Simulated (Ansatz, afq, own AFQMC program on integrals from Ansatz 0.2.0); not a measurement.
Where AFQMC and coupled cluster stand for SiGe3H10, singlet

```xyz
14

Si    1.1093    1.9774   -1.0753
Ge    0.0579   -0.0856   -1.6481
Ge   -1.3759   -0.8600    0.1569
Ge   -0.1100   -1.2564    2.1894
H     1.9892    2.4560   -2.1852
H     0.0686    3.0152   -0.8008
H     1.9400    1.7950    0.1547
H     1.1329   -1.1558   -1.9305
H    -0.7782    0.0910   -2.9331
H    -2.0945   -2.1589   -0.2647
H    -2.4565    0.2073    0.4326
H     0.9687   -2.3270    1.9421
H     0.5842    0.0418    2.6410
H    -1.0357   -1.7400    3.3211
```

Basis def2-TZVP. Noble-gas cores (and the filled d shells of Ga–Kr and In–Xe) are frozen. AFQMC by an in-house program on the Cholesky factors that Ansatz 0.2.0 writes for its CCSD(T) run. The CISD trial takes its coefficients from CCSD amplitudes. Released means that phaseless walkers are propagated on without the constraint, phases kept. Uncertainties: one standard error, sampling alone. No spin–orbit coupling.

Determinant: RHF, the one that the program's search chose, which needn't be the lowest solution. The geometry is a PBE0/def2-SVP stationary point of this or a neighbouring charge and spin state.

No full CI on the walks' own integrals is used here. The released AFQMC energy serves as the reference, which it does only where one determinant dominates, the energy is flat over the last release times and near the phaseless one (40 meV or 2 meV an electron, half that with transition metals). On small molecules, where full CI could be run and the noise was under 10 meV, such values lay within 10 meV of it in 19 cases of 20, a flattering rate, since the rule was set on those same cases; what remains of the bias isn't in the error bar.

Cautions: no relativity below Rb; no spin-orbit coupling; inner d shell frozen; the released value is read at 0.90 1/Eh (meV from the phaseless value at times in 1/Eh: -11 ± 12 at 0.21, -25 ± 11 at 0.42, -8 ± 8 at 0.63, -11 ± 10 at 0.90).

- T1 diagnostic: 0.0131
- weight of the determinant in the CISD state: 0.751
- size of the correlated space: 26 electrons in 194 orbitals

```csv
level,correlation energy (eV)
MP2,-12.7307
CCSD,-15.1370
CCSD(T),-15.6446
```

(1) Estimate where AFQMC with the constraint released lies against CCSD(T) on the same integrals.

(1) 6.9 ± 0.9 kJ/mol below CCSD(T).

Reference: AFQMC with the constraint released, correlation energy -15.716 ± 0.010 eV.

| level | E − E(reference) (kJ/mol) | share of correlation (%) |
| --- | --- | --- |
| CCSD(T) | 6.9 ± 0.9 | 99.55 |
| ph-AFQMC/HF | -7.7 ± 4.0 | 100.51 |
| ph-AFQMC/CISD | 1.1 ± 1.5 | 99.93 |

Released energies are given only where the last usable release times agree within the noise; a slower fall can still hide under it.
